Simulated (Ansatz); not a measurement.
A nudged elastic band was laid between two geometries of H$_{3}$OSi (5 atoms, charge 0, multiplicity 2).

Level of theory: UKS PBE-D4/def2-SVP in Ansatz 0.2.0.

```json
{
 "movable images": "5",
 "climbing image": "yes",
 "spring": "5.0 eV/Å²",
 "optimiser": "quadratic models (default)",
 "start path": "through a guess of the saddle point",
 "force threshold": "0.05 eV/Å",
 "iteration limit": "60",
 "end points": "relaxed"
}
```

First end point:

```xyz
5
Properties=species:S:1:pos:R:3
O -1.413 0.378 0.740
Si -0.002 -0.069 -0.031
H -0.129 -0.258 -1.521
H 0.718 -1.238 0.592
H 0.825 1.187 0.220
```

Last end point:

```xyz
5
Properties=species:S:1:pos:R:3
O -0.521 0.962 0.372
Si 0.363 -0.215 -0.458
H -0.577 -0.744 -1.510
H 0.792 -1.349 0.459
H -0.058 1.346 1.138
```

**Question.** What changes between the two ends?

**Answer.** Bonds broken: Si2–H5. Bonds formed: O1–H5.

**Question.** Give the energies along the band, and the barrier.

**Answer.** The forces met the threshold. The highest image is number 2 of 0 to 6, 0.66 eV above the first end and 1.85 eV above the last; the last end lies 1.19 eV below the first. A vibrational analysis at the climbing image gives one clearly imaginary mode, 1409i cm⁻¹: a first-order saddle point.

```csv
image,path coordinate (Å),energy (eV),Si2–H5 (Å),O1–H5 (Å)
0,0.00,0.00,1.52,2.44
1,0.42,0.21,1.54,1.97
2,0.84,0.66,1.59,1.45
3,1.22,-0.35,1.78,1.05
4,1.59,-1.00,2.08,0.98
5,1.97,-1.15,2.26,0.97
6,2.34,-1.19,2.27,0.97
```

**Question.** What is the geometry of the highest image?

**Answer.** 
```xyz
5
Properties=species:S:1:pos:R:3
O -1.013 0.707 0.740
Si 0.085 -0.188 -0.123
H -0.116 -0.406 -1.600
H 0.746 -1.384 0.513
H 0.298 1.271 0.470
```

**Question.** What are the harmonic wavenumbers there?

**Answer.** 1409i, 531, 632, 718, 886, 950, 1901, 2133, 2156 cm⁻¹.

The band took 9 iterations and about 50 core-seconds.

Run time: 49 s on 1 thread of Arm Neoverse V2, on a shared host, peak memory 0.1 GiB.
